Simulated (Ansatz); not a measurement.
## A cut through the energy surface

BHCl (SMILES [BH]Cl), doublet, at its PBE0-D4/def2-TZVP minimum:

B1  (0.057, -0.499, -0.030)
Cl2  (0.928, 0.830, 0.600)
H3  (-0.996, -0.395, -0.583)
(Å)

The bond length B1–H3 (1.193 Å at the minimum) is set to the values below, the two halves moving rigidly along the bond. Each method's energies count from its own value at the PBE0-D4 minimum structure. Ansatz 0.2.0; basis: def2-TZVPP; cores frozen in the correlated methods; orbitals are unrestricted. B3LYP uses VWN-RPA correlation.

| bond length (Å) | CCSD(T) (eV) | r2SCAN-D4 (eV) | PBE0-D4 (eV) |
| --- | --- | --- | --- |
| 0.979 | 0.784 | 0.786 | 0.796 |
| 1.029 | 0.415 | 0.419 | 0.425 |
| 1.103 | 0.106 | 0.109 | 0.112 |
| 1.189 | 0.000 | 0.000 | 0.000 |
| 1.284 | 0.088 | 0.084 | 0.084 |
| 1.387 | 0.331 | 0.322 | 0.323 |
| 1.496 | 0.675 | 0.660 | 0.663 |
| 1.611 | 1.075 | 1.059 | 1.070 |
| 1.730 | 1.483 | 1.471 | 1.495 |

Minimum and curvature along this coordinate at CCSD(T): A fifth-order fit through the nearest points gives 1.190 Å, with a curvature of about 24 eV/Å².

Q: Treat the two halves as rigid bodies and work out the harmonic wavenumber of this stretch from that curvature (ν̃ = 521.5 √(k/μ) cm⁻¹ with k in eV/Å² and μ in u).

A: The halves weigh 46.27 and 1.01 u, so μ = 46.27 × 1.01/47.28 = 0.988 u and ν̃ = 521.5 √(24/0.988) ≈ 2600 cm⁻¹. A true normal mode mixes in other motions, so this is a guide only.

Largest difference from the CCSD(T) curve over the scan: PBE-D4 0.117; B3LYP-D4 0.025; wB97M-V 0.036; HF 0.194 eV. Each curve counts from its own value at the minimum.

The T1 diagnostic stays at or below 0.026. ⟨S²⟩ of the unrestricted Hartree–Fock references: 0.76 to 0.81 (a pure state has 0.75). The unrestricted reference is spin-contaminated, which hurts MP2 most.

For scale, one of the runs: CCSD(T)/def2-TZVPP, 87 basis functions (an equivalent command: `ansatz run in.yaml --threads 2`). Hardware: 2 CPU threads, shared host. Wall time about 1.6 s.
